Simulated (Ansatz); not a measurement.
# HBSi, singlet: the ladder up to full CI

Geometry: a point of a stretch scan, not a stationary point.

```xyz
3

Si    0.0000    0.0000    1.7338
B     0.0000    0.0000   -0.1614
H     0.0000    0.0000   -1.5724
```

Basis 6-31G; Ansatz 0.2.0. Correlated methods freeze the noble-gas cores, which leaves 8 electrons in 18 orbitals. Prefix R: restricted or restricted open-shell reference; prefix U: unrestricted. Active spaces: valence = (8e, 9o) chosen from the atoms' valence shells; pair = (2e, 2o) about the gap.

Full CI is exact within this basis and frozen core; it isn't the basis-set limit. The frozen core follows each run's orbitals, which can shift R against U totals by a few meV.

The determinant fills πx and πy unequally, so it is a mixture of Σ and Δ, which weighs on every level built on one determinant.

The UHF ⟨S²⟩ is 1.000, the T1 diagnostic (RCCSD) is 0.0169 and the largest doubles amplitude (RCCSD) is 0.192.

```csv
level,E − E(full CI) (kJ/mol),share of correlation (%),wall time
RHF,332.3,0.00,–
UHF†,261.6,–,–
RMP2,97.2,70.74,–
UMP2†,48.2,–,–
CISD,42.5,87.21,0.3 s
RCCSD,20.2,93.92,–
UCCSD*†,-26.0,–,–
RCCSD(T),10.6,96.82,0.36 s
UCCSD(T)*†,-41.3,–,1.4 s
BCCD(T),10.7,96.79,0.3 s
RCCSDT*,5.2,98.43,–
UCCSDT*†,-58.8,–,–
CISDTQ,5.0,98.51,1.4 s
RCCSDT(Q)*,1.5,99.54,0.69 s
UCCSDT(Q)*†,-62.6,–,3.3 s
RCCSDTQ*,0.2,99.93,5.5 s
UCCSDTQ*†,-61.8,–,24 s
CASSCF (valence space),74.2,77.68,–
NEVPT2 (valence space),21.3,93.60,3.9 s
MRCISD (valence space),1.8,99.45,–
MRCISD+Q (valence space),0.3,99.92,6 s
MRCISD+Q(relaxed) (valence space),-0.3,100.09,7 s
```

An asterisk marks runs whose energy the program itself flagged as in doubt. A dagger marks rows that describe another state than the reference (another or a broken symmetry, a higher spin or other natural occupations), so the difference isn't the method's error.

The correlation energy at full CI, counted from RHF, is -3.444 eV. That run took 14 s on 1 thread of Arm Neoverse V2, shared host over 2,341,648 determinants.

Run but not shown, since their state or frozen core can't be matched to the reference's or they repeat it: CASSCF (pair space), NEVPT2 (pair space).

Times hold each run's SCF and search for its determinant on a shared host, so for small cases they say little of a method's own cost; they ran on 1 thread of Arm Neoverse V2.

Unrestricted levels hold only the spin's projection, and here they fall towards a lower state of higher spin.

The full-CI state has the irrep A1 of C2v, in the program's axes (one component, if the state is degenerate).

Natural occupations of full CI about the gap: 1.966 1.953 1.934 0.963 0.945 0.069 0.068 0.046 0.025 0.008; effectively unpaired electrons, Σ n²(2−n)², 2.07. No single determinant describes this state well, so single-reference rows can miss without a flag.
